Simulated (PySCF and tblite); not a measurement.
Molecule: cyclopropylmethylamine, C4H9N, numbered as in [NH2:1][CH2:2][CH:3]1[CH2:4][CH2:5]1; H are named by their carrier, a and b as at the first point (Å):

```
N1       2.111   -0.234    0.573
C2       0.836   -0.864    0.197
C3      -0.114    0.061   -0.534
C4      -1.593   -0.168   -0.464
C5      -0.983    0.999    0.251
H1a      1.825    0.619    1.060
H1b      2.462    0.158   -0.303
H2a      1.069   -1.733   -0.428
H2b      0.364   -1.228    1.115
H3       0.281    0.432   -1.474
H4a     -2.187    0.022   -1.345
H4b     -1.946   -0.998    0.128
H5a     -0.932    0.959    1.330
H5b     -1.160    1.991   -0.137
```

The mean out-of-plane torsion at N1 (0° is planar) is held and the rest relaxed at GFN2-xTB. Energies: PBE0/pcSseg-1 + D3(BJ). Couplings: B3LYP/6-31G* with H pcJ-1 N pcJ-1, gas phase, for ¹H, ¹⁵N. Programs: tblite and PySCF.

³J(H1b,H2b) against the H–N1–C2–H torsion:

```tsv
torsion °	J (Hz)
48	4.1
57	2.5
68	0.1
86	?
145	9.3
158	12.8
170	15.3
175	15.8
178	16.2
```

**Question.** Fit J = A cos²φ + B cos φ + C to the complete rows and predict the withheld coupling.

**Answer.** A = 16.95, B = -1.03, C = -2.28 Hz (8 points, rms 0.43 Hz). At 86°, cos φ = 0.070 and J = -2.3 Hz; the calculation gave -1.6 Hz. The curve holds between 48° and 178° alone.

The scan took 2.2 min on 1 thread of AMD EPYC 9R45, on a host shared with other jobs (rough), peak memory 0.78 GiB, launched as `OMP_NUM_THREADS=1 python ens_run.py task.json out`.
